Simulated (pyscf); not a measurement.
**Routes from `[NH2][B]([NH2])[Cl]` + `[H]` [doublet]**

Candidate steps break at most two bonds and form at most two. Each was searched with GFN2-xTB (tblite) first. Single points on ωB97X-D3(BJ)/def2-SVP structures (PySCF, gas phase). Energies: ωB97M-D3(BJ)/def2-TZVP, eV, from the separated reactants, doublet surface; ΔG‡ with ideal gas, 1 atm, RRHO with modes under 100 cm⁻¹ raised to 100, one conformer, R ln 2 for chiral ones without a mode under 150 cm⁻¹.

| products | type | ΔE‡ | ΔE | ΔG‡ 298 K | ΔG‡ 900 K | ν‡ (cm⁻¹) |
|---|---|---|---|---|---|---|
| H₂N–BH–NH₂ + Cl• | substitution at B | 0.51 | +0.59 | – | – | 304i |
| [H₂N–B–NH₂]• + HCl | atom transfer | 1.29 | +0.93 | 1.57 | 2.14 | 462i |

A dash marks a saddle under its separated products, where this table gives no free-energy barrier. Row 1: On the product side the descent ends in a complex, 0.27 eV under the separated species and 0.16 eV under the saddle at ωB97X-D3(BJ)/def2-TZVP. 

Plain bond fissions and candidates not yet searched are not listed, and one of them may be faster. Each barrier is that of the saddle found; lower ones may exist. Left out: orbital degeneracy and the spin-orbit lowering of Cl.
